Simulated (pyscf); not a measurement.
Optimised with ωB97X-D3(BJ)/def2-SVP in PySCF. Correlated levels are frozen-core, on RHF or UHF. ΔMP2 is the change of the MP2 total energy from the triple- to the quadruple-zeta basis.

Problem. Estimate the classical barrier height and the reaction energy of O=Sn=O (SMILES [O]=[Sn]=[O]) + H₂S (SMILES S) -> O=Sn(OH)–SH (SMILES [O]=[Sn]([OH])[SH]) at CCSD(T)/def2-TZVPP + ΔMP2(QZVPP). The step runs on the singlet surface, breaks H–S and forms S–Sn, H–O; take the separated reactants as zero.

Solution. ΔE‡ = -4.7 kcal/mol, ΔE = -54.8 kcal/mol. Zero-point energy shifts the barrier by +0.6 kcal/mol. It is an addition across a multiple bond or ene-type step, with an imaginary mode of 545i cm⁻¹. On the reactant side the descent ends in an adduct with a S–Sn contact, 13.7 kcal/mol under the separated species and 3.8 kcal/mol under the saddle at ωB97X-D3(BJ)/def2-TZVP. On the product side the descent ends in a point that may be a rotor saddle (no frequency run), 1.6 kcal/mol over the lowest minimum found and 52.2 kcal/mol under the saddle at ωB97X-D3(BJ)/def2-TZVP. At CCSD(T) the saddle lies under the separated reactants, which points to a path from their complex (located at ωB97X-D3(BJ) alone). What is counted as formed (S–Sn) is already present as a longer contact in the reactant adduct; forming that adduct is a step of its own. At ωB97X-D3(BJ)/def2-TZVP the barrier from the zero used here is -9.9 kcal/mol. O=Sn(OH)–SH lies 29.7 kcal/mol over its isomer HO–Sn(OH)=S (electronic energy, ωB97M-D3(BJ)/def2-TZVP). One saddle was located; it need not be the lowest between these sides. The CCSD(T) − MP2 part came from Ansatz, without density fitting, on the same reference. The largest closed-shell T1 diagnostic is 0.031, which may signal static correlation. The frozen core leaves the outer d or s,p core shells of the metals and heavy elements correlated in the MP2 and CC values, and def2-TZVPP describes them poorly, which can shift differences by a few kcal/mol. Elements past Kr carry the def2 core potentials, without spin-orbit coupling.
